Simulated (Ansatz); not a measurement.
## Cl–B–PH, Cl–Ga–PH: vertical ionisation energies

Ansatz 0.2.0, basis cc-pVDZ; geometries are PBE0/def2-TZVP minima. Wave-function levels freeze the cores with the filled d shells of p-block atoms; HF, MP2 and coupled cluster are restricted for singlets and unrestricted otherwise, restricted open-shell where a d shell is frozen. The reference is CCSDT(Q) (coupled cluster only where its series has nearly closed). An error is the level's value less the reference. None of these values is a measured one. Energies are electronic, without zero-point terms. No spin–orbit coupling and no scalar relativity. The set is small: such energies can lie up to about 0.3 eV from the limit, spin gaps mostly less, so near ties and functionals' places can change in larger sets. The species are chosen: bound, without strong static correlation by their natural occupations or amplitudes, in their lowest spin state as far as vertical gaps and like structures tell, with only the lowest ion state computed, and with a ladder that closes on the reference, so errors are smaller than for species at large; levels whose determinant breaks symmetry or spin markedly are left out.

```tsv
species	bonds (Å)	quantity	symmetry of the states	reference	value (eV)	error CCSD	error CCSD(T)	error CCSDT
Cl–B–PH, singlet	B–Cl 1.691, B–P 1.706, P–H 1.481, angles at B 177°, angles at P 61°	vertical ionisation to the doublet	A / A	CCSDT(Q)	8.902	-0.043	0.005	-0.006
Cl–Ga–PH, singlet	Cl–Ga 2.111, P–Ga 2.136, P–H 1.435, angles at Ga 178°, angles at P 83°	vertical ionisation to the doublet	A / A	CCSDT(Q)	7.947	-0.073	-0.008	-0.011
```

The reference falls from B to Ga, by 0.955 eV in all.
